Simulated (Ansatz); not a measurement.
A calculation with Ansatz (development build ahead of 0.2.0).

```yaml
crystal:
  periodic: [false, false, false]
  atoms:
    - { symbol: Si, position_ang: [0.0, 0.0, -0.50962] }
    - { symbol: O, position_ang: [0.0, 0.0, 0.89184] }
basis:
  gaussian: { orbitals: "6-31G" }
hamiltonian:
  xc: hf
```

The input is written out in the form of the current development build from the run's settings.

The run gave:

```json
{"Converged": "yes", "Total energy": "-363.67073 hartree", "Spin squared of the determinant": "0.000"}
```

Caution: no unrestricted run beside it, a lower state can exist.
